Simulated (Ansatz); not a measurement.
We consider 1T (CdI2-type) TiTe₂, described by PBE0 in Ansatz (plane waves, PAW).

Numerical settings: plane-wave cutoff 460 eV, 9×9×4 k mesh (along the axes of the cell as run), Fermi–Dirac smearing 0.05 eV, no spin polarisation, scalar-relativistic PAW data made under PBE.

Computed at the level's own relaxed cell.

### Question
What does this level give for the lattice parameter a and c axis length?

### Answer

- lattice parameter a = 3.785 Å
- c axis length = 7.037 Å

Note: the cell comes from a level without a dispersion term, which matters for the spacing of layers, chains or molecules; the volume lies 9 % above that of the published cell; the cell has widely spaced layers and the level no dispersion term, so their spacing and the moduli can rest on weak binding.

Spin–orbit coupling is not included; it can open a gap where bands touch, and shift volumes and moduli.

Computing time: very roughly 60 core-minutes.

Ansatz is an electronic-structure program.
